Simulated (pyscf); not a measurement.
HO–As=AsH -> As≡As + water (H₂O) (elimination; singlet surface; As–O, As–H broken, H–O formed). Optimised with ωB97X-D3(BJ)/def2-SVP in PySCF. Correlated levels are frozen-core, on RHF or UHF. ΔMP2 is the change of the MP2 total energy from the triple- to the quadruple-zeta basis. Energies in eV from the reactant's lowest minimum found.

```csv
level,barrier,reaction energy
PBE/def2-TZVP,1.06,+0.09
r²SCAN/def2-TZVP,1.22,+0.13
PBE0-D3(BJ)/def2-TZVP,1.21,+0.09
M06-2X/def2-TZVP,1.27,+0.01
HF/def2-TZVP,1.83,-0.27
CCSD(T)/def2-TZVPP,1.27,-0.22
CCSD(T)/def2-TZVPP + ΔMP2(QZVPP),1.25,-0.25
```

One saddle was located; it need not be the lowest between these sides. The CCSD(T) − MP2 part came from Ansatz, without density fitting, on the same reference. The frozen core leaves the outer d or s,p core shells of the metals and heavy elements correlated in the MP2 and CC values, and def2-TZVPP describes them poorly, which can shift differences by a few kcal/mol. Elements up to Kr have no core potential and no relativistic terms here.
